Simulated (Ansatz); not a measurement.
# CHB (triplet): the correlation ladder, cc-pVTZ

The task here is to estimate one member of a computed series from the others.

Computed with Ansatz 0.2.0, Gaussian basis. Level: cc-pVTZ, core rule «outside noble gas», up to 2 orbitals frozen.

Plan: UHF; CCSD(T) on ROHF; CCSD(T) on UHF; BCCD(T) on ROHF; CCSDT(Q) on ROHF; CCSDT(Q) on UHF; CASSCF and MRCISD+Q, 8 electrons in 9 orbitals; CASSCF and NEVPT4(SD), 8 electrons in 9 orbitals; CASSCF and NEVPT2, 8 electrons in 9 orbitals.

4 further runs of the same task are left out: 4 set aside as unsound or not needed. Runs told in other sessions of the task aren't counted.

### What is computed

The geometry is a PBE0/def2-TZVP stationary point (not a proven minimum).

3 atoms, charge 0, spin multiplicity 3.

Atoms are counted from 1 here; the program's logs count them from 0.

Bond lengths: B1–C2 1.353 Å, C2–H3 1.071 Å. Angles: B1–C2–H3 180.0°.

The first run:

Contents of in.yaml:

```yaml
crystal:
  periodic: [false, false, false]
  atoms:
    - {symbol: B, position_ang: [0.000000, 0.000000, 1.259200]}
    - {symbol: C, position_ang: [0.000000, 0.000000, -0.094199]}
    - {symbol: H, position_ang: [0.000000, 0.000000, -1.165001]}
basis:
  gaussian: {orbitals: cc-pVTZ}
magnetization: {spin_polarized: true, initial_magnetization: 2}
hamiltonian: {xc: hf}
output: {orbitals: {seedname: orbitals}}
```

Run with:

```bash
ansatz run in.yaml --threads 1 --pin off --events-out ev --progress --plain --max-ram 2816MiB --backend cpu
```

Among the steps run: UHF; CCSD(T) on ROHF; CCSD(T) on UHF; BCCD(T) on ROHF; CCSDT(Q) on ROHF; CCSDT(Q) on UHF; CASSCF and MRCISD+Q, 8 electrons in 9 orbitals; CASSCF and NEVPT4(SD), 8 electrons in 9 orbitals; CASSCF and NEVPT2, 8 electrons in 9 orbitals.

One table of the session follows, with a row left open; its other results are not shown here.

| method | from UCCSDT(Q) (meV) |
| --- | --- |
| ROHF | +6227.6 |
| UHF | +6094.3 |
| RMP2 | +880.5 |
| UMP2 | +949.9 |
| RCCSD | +327.0 |
| UCCSD | +324.7 |
| RCCSD(T) | +45.7 |
| UCCSD(T) | +49.0 |
| BCCD(T) | ? |
| RCCSDT | +18.4 |
| UCCSDT | +17.6 |
| RCCSDT(Q) | +1.4 |
| UCCSDT(Q) | 0 |
| CASSCF valence | +3648.8 |
| NEVPT2 valence | +785.2 |
| NEVPT4(SD) valence | +99.1 |
| MRCISD valence | +202.1 |
| MRCISD+Q valence | +33.5 |

Q: Estimate the row for BCCD(T) from the others.

**Answer.** from UCCSDT(Q) (meV): +47.0. In the column «from UCCSDT(Q) (meV)» it lies between RCCSD(T) (+45.7) and UCCSD(T) (+49.0).

To keep in mind: Restricted and unrestricted rows rest on different reference determinants; a gap between their highest levels can come from leftover correlation error, from unlike frozen cores or from another state.
